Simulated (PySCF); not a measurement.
**C₄H₇P: electronic excitations**

Wanted: the electronic excitations of C₄H₇P (`C1=CCPC1`), by calculation.

The runs use PySCF 2.14.0, with density-fitted response routines of our own; the level of theory stands in each step. All values are computed, except where a source is named. Atoms count from 0, in the outputs and in this text.

### 1 The starting structure

12 atoms, charge 0, multiplicity 1; geometry from: GFN2-xTB.

Bonds of the start (Å): C0–C1 1.32, C1–C2 1.50, C2–P3 1.87, P3–C4 1.87, C4–C0 1.50, C0–H5 1.08, C1–H6 1.08, C2–H7 1.10, C2–H8 1.09, P3–H9 1.41, C4–H10 1.09, C4–H11 1.10.

### 2 TDDFT and polarisability: CAM-B3LYP/def2-SVPD

The job: settings as JSON, then the geometry in Å.

```
{"job": {"kind": "uv", "xc": "CAM-B3LYP", "basis": "def2-SVPD", "nstates": 8, "ntriplets": 3}, "charge": 0, "multiplicity": 1}
C      0.543067    -0.996313     0.324312
C     -0.762813    -0.887090     0.158857
C     -1.253492     0.398360    -0.435004
P      0.172382     1.599932    -0.305860
C      1.369374     0.180426    -0.097559
H      1.035472    -1.875681     0.708534
H     -1.472776    -1.664931     0.392526
H     -1.516590     0.253803    -1.489497
H     -2.138135     0.793348     0.069000
H      0.010649     1.786359     1.077970
H      2.148372     0.435978     0.623668
H      1.865689    -0.024876    -1.052974
```

Level: TDDFT CAM-B3LYP/def2-SVPD, vertical, gas phase, core orbitals frozen in the response.

Launch:

```bash
$ OMP_NUM_THREADS=1 python probes_run.py task.json out
```

This one command runs all jobs of the session in turn.

What will the session give for the following? lowest singlet (CAM-B3LYP/def2-SVPD); brightest single state of those computed; lowest triplet. Wanted: lowest singlet; brightest single state of those computed; lowest triplet.

The runs gave:

| quantity | value |
| --- | --- |
| lowest singlet (CAM-B3LYP/def2-SVPD) | 6.19 eV (200 nm), f = 0.003 |
| brightest single state of those computed | state 5, 7.04 eV, f = 0.107 |
| lowest triplet | 4.36 eV |

The first singlet state (HOMO→LUMO+1 0.91) lies at 6.19 eV and is weak; of the 8 states computed, the strongest absorption comes from state 5 at 7.04 eV (the last state computed is bright too, and its partners may lie past the list). The lowest triplet lies 1.83 eV below the lowest singlet (triplets in Tamm-Dancoff, singlets in full TDDFT).
